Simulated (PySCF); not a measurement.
Breaking a bond: S2, triplet.

Computed with: UKS-LDA (SVWN5)/6-31G* = unrestricted LDA (SVWN5)/6-31G*, spherical d in PySCF; UHF/cc-pVDZ (PySCF); UCCSD(T) = CCSD(T) on UHF/cc-pVDZ, 10 core orbitals frozen run with PySCF.

Energies relative to the lowest point of each curve near equilibrium, in kJ/mol:

| R / Å | UKS-LDA (SVWN5)/6-31G* | UHF |
|---|---|---|
| 1.53 | 434.9 | 437.2 |
| 1.62 | 216.5 | 207.0 |
| 1.68 | 124.0 | 111.7 |
| 1.78 | 35.3 | 25.0 |
| 1.84 | 10.3 | 4.3 |
| 1.89 | 1.1 | 0.0 |
| 1.94 | 0.0 | 4.9 |
| 2.00 | 7.1 | 19.2 |
| 2.08 | 26.7 | 41.9 |
| 2.16 | 54.2 | 67.3 |
| 2.35 | 134.5 | 134.3 |

Task: What does UCCSD(T) give at the same points?

Result: 1.53: 491.9; 1.62: 250.5; 1.68: 147.1; 1.78: 46.0; 1.84: 16.0; 1.89: 3.6; 1.94: 0.0; 2.00: 5.5; 2.08: 24.4; 2.16: 51.4; 2.35: 130.5 (kJ/mol).

The scan ran from 1.53 to 7.49 Å; beyond the distances shown one of the unrestricted levels run for this scan, shown here or not, changes its spin distribution in one step.
